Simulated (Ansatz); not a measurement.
Geometry optimisation of P5⁺.

```yaml
crystal:
  periodic: [false, false, false]
  atoms:
    - {symbol: P, position_ang: [-0.088485, 1.311195, -0.497712]}
    - {symbol: P, position_ang: [1.149286, -0.646693, -0.916819]}
    - {symbol: P, position_ang: [1.106431, 0.136537, 1.155972]}
    - {symbol: P, position_ang: [-1.062196, -0.792462, -0.907003]}
    - {symbol: P, position_ang: [-1.105036, -0.008578, 1.165563]}
basis:
  gaussian: {orbitals: def2-SVP}
total_charge: 1
magnetization: {spin_polarized: true, initial_magnetization: 2}
hamiltonian: {xc: {name: B3LYP}, dispersion: d4}
scf: {lower_state_search: "off"}
output: {orbitals: {seedname: orbitals}}
relax: {f_tol: 0.02, max_steps: 100}
```

```sh
$ ansatz run in.yaml --threads 4 --pin off --events-out ev --progress --plain --max-ram 8704MiB
```

It prints (some lines left out):

```
Functional definition: B3LYP
mean field -46421.35471032 eV, -1705.9533200800 hartree, gradient 2.1e-6 eV, S^2 2.022525; 0 other end points of the search recorded, 0 dependent functions left out
relax step   1: F+E_penalty+E_count = -46421.98394210 eV  Δ(F+E_penalty+E_count) = +0.000e0 eV  max|allowed force component| = 1.553e0 eV/Å  Δτ_max = 0.0000 Å  (48 SCF iters, accepted)
mean field -46421.92580795 eV, -1705.9743075309 hartree, gradient 2.8e-6 eV, S^2 2.020912; 0 other end points of the search recorded, 0 dependent functions left out
relax step   2: F+E_penalty+E_count = -46422.55055073 eV  Δ(F+E_penalty+E_count) = -5.666e-1 eV  max|allowed force component| = 2.435e-1 eV/Å  Δτ_max = 0.1958 Å  (25 SCF iters, accepted)
mean field -46421.96756393 eV, -1705.9758420347 hartree, gradient 1.9e-6 eV, S^2 2.020575; 0 other end points of the search recorded, 0 dependent functions left out
relax step   3: F+E_penalty+E_count = -46422.59151452 eV  Δ(F+E_penalty+E_count) = -4.096e-2 eV  max|allowed force component| = 8.365e-2 eV/Å  Δτ_max = 0.0623 Å  (24 SCF iters, accepted)
mean field -46421.97223144 eV, -1705.9760135624 hartree, gradient 2.3e-6 eV, S^2 2.020261; 0 other end points of the search recorded, 0 dependent functions left out
relax step   4: F+E_penalty+E_count = -46422.59618302 eV  Δ(F+E_penalty+E_count) = -4.668e-3 eV  max|allowed force component| = 6.706e-2 eV/Å  Δτ_max = 0.0216 Å  (23 SCF iters, accepted)
mean field -46421.98222914 eV, -1705.9763809712 hartree, gradient 1.4e-6 eV, S^2 2.018129; 0 other end points of the search recorded, 0 dependent functions left out
relax step   5: F+E_penalty+E_count = -46422.60675021 eV  Δ(F+E_penalty+E_count) = -1.057e-2 eV  max|allowed force component| = 1.661e-1 eV/Å  Δτ_max = 0.0459 Å  (24 SCF iters, accepted)
mean field -46421.81358074 eV, -1705.9701832569 hartree, gradient 1.8e-6 eV, S^2 2.009074; 0 other end points of the search recorded, 0 dependent functions left out
relax step   6: F+E_penalty+E_count = -46422.43996477 eV  Δ(F+E_penalty+E_count) = +1.668e-1 eV  max|allowed force component| = 1.590e0 eV/Å  Δτ_max = 0.1997 Å  (27 SCF iters, rejected (line search))
mean field -46422.00256981 eV, -1705.9771284770 hartree, gradient 2.7e-6 eV, S^2 2.013566; 0 other end points of the search recorded, 0 dependent functions left out
relax step   7: F+E_penalty+E_count = -46422.62845179 eV  Δ(F+E_penalty+E_count) = -2.170e-2 eV  max|allowed force component| = 1.561e-1 eV/Å  Δτ_max = 0.0999 Å  (25 SCF iters, accepted)
mean field -46421.99885217 eV, -1705.9769918562 hartree, gradient 2.4e-6 eV, S^2 2.007687; 0 other end points of the search recorded, 0 dependent functions left out
relax step   8: F+E_penalty+E_count = -46422.62759066 eV  Δ(F+E_penalty+E_count) = +8.611e-4 eV  max|allowed force component| = 8.357e-1 eV/Å  Δτ_max = 0.0961 Å  (28 SCF iters, rejected (line search))
mean field -46422.02904063 eV, -1705.9781012618 hartree, gradient 2.4e-6 eV, S^2 2.011115; 0 other end points of the search recorded, 0 dependent functions left out
relax step   9: F+E_penalty+E_count = -46422.65676808 eV  Δ(F+E_penalty+E_count) = -2.832e-2 eV  max|allowed force component| = 2.645e-1 eV/Å  Δτ_max = 0.0469 Å  (25 SCF iters, accepted)
mean field -46422.06714978 eV, -1705.9795017470 hartree, gradient 9.3e-6 eV, S^2 2.010221; 0 other end points of the search recorded, 0 dependent functions left out
relax step  10: F+E_penalty+E_count = -46422.69565232 eV  Δ(F+E_penalty+E_count) = -3.888e-2 eV  max|allowed force component| = 5.068e-1 eV/Å  Δτ_max = 0.0488 Å  (25 SCF iters, accepted)
mean field -46422.10473577 eV, -1705.9808830067 hartree, gradient 2.7e-6 eV, S^2 2.013410; 0 other end points of the search recorded, 0 dependent functions left out
relax step  11: F+E_penalty+E_count = -46422.73314684 eV  Δ(F+E_penalty+E_count) = -3.749e-2 eV  max|allowed force component| = 4.842e-1 eV/Å  Δτ_max = 0.0735 Å  (31 SCF iters, accepted)
mean field -46422.14210501 eV, -1705.9822563012 hartree, gradient 2.0e-6 eV, S^2 2.007242; 0 other end points of the search recorded, 0 dependent functions left out
relax step  12: F+E_penalty+E_count = -46422.76576547 eV  Δ(F+E_penalty+E_count) = -3.262e-2 eV  max|allowed force component| = 1.036e0 eV/Å  Δτ_max = 0.1101 Å  (37 SCF iters, accepted)
mean field -46422.18928018 eV, -1705.9839899566 hartree, gradient 2.6e-6 eV, S^2 2.015521; 0 other end points of the search recorded, 0 dependent functions left out
relax step  13: F+E_penalty+E_count = -46422.80939231 eV  Δ(F+E_penalty+E_count) = -4.363e-2 eV  max|allowed force component| = 1.767e0 eV/Å  Δτ_max = 0.1616 Å  (30 SCF iters, accepted)
mean field -46422.41804659 eV, -1705.9923969672 hartree, gradient 1.8e-6 eV, S^2 2.011039; 0 other end points of the search recorded, 0 dependent functions left out
relax step  14: F+E_penalty+E_count = -46423.04333092 eV  Δ(F+E_penalty+E_count) = -2.339e-1 eV  max|allowed force component| = 9.385e-1 eV/Å  Δτ_max = 0.1954 Å  (27 SCF iters, accepted)
mean field -46422.42464639 eV, -1705.9926395051 hartree, gradient 2.5e-6 eV, S^2 2.010166; 0 other end points of the search recorded, 0 dependent functions left out
relax step  15: F+E_penalty+E_count = -46423.05196727 eV  Δ(F+E_penalty+E_count) = -8.636e-3 eV  max|allowed force component| = 6.339e-1 eV/Å  Δτ_max = 0.2000 Å  (25 SCF iters, accepted)
mean field -46422.52347020 eV, -1705.9962712133 hartree, gradient 1.5e-6 eV, S^2 2.011155; 0 other end points of the search recorded, 0 dependent functions left out
relax step  16: F+E_penalty+E_count = -46423.14957267 eV  Δ(F+E_penalty+E_count) = -9.761e-2 eV  max|allowed force component| = 4.685e-2 eV/Å  Δτ_max = 0.1035 Å  (22 SCF iters, accepted)
mean field -46422.52373092 eV, -1705.9962807944 hartree, gradient 5.1e-6 eV, S^2 2.011037; 0 other end points of the search recorded, 0 dependent functions left out
relax step  17: F+E_penalty+E_count = -46423.15006741 eV  Δ(F+E_penalty+E_count) = -4.947e-4 eV  max|allowed force component| = 1.536e-2 eV/Å  Δτ_max = 0.0065 Å  (19 SCF iters, accepted)
Total energy: -46423.15027759 eV, -1706.0193059599 hartree
Atom 0 at     0.104495     1.491120    -0.343855 Å, force    -0.000661     0.015359    -0.005430 eV/Å
Atom 1 at     1.065937    -0.414765    -1.103490 Å, force    -0.004467    -0.004687     0.004168 eV/Å
Atom 2 at     1.031666    -0.058824     1.134878 Å, force     0.000265    -0.004868     0.001757 eV/Å
Atom 3 at    -0.989502    -1.247805    -0.688795 Å, force     0.002120     0.000953     0.002038 eV/Å
Atom 4 at    -1.212597     0.230273     1.001263 Å, force     0.002744    -0.006757    -0.002532 eV/Å
Dipole moment:    -0.034636    -0.043932    -0.024031 e Å
Checks for a lower state left out: stability, starts, cluster_reference, orbital_swaps, neighbouring_geometries, increment
```

Hardware: 4 threads of Arm Neoverse V2 on a shared host. Wall time 21 s.

At B3LYP-D4/def2-SVP a singlet of charge 1 lies 1.37 eV below the triplet, each at its own geometry. The structure comes from a short search, and lower isomers may exist.
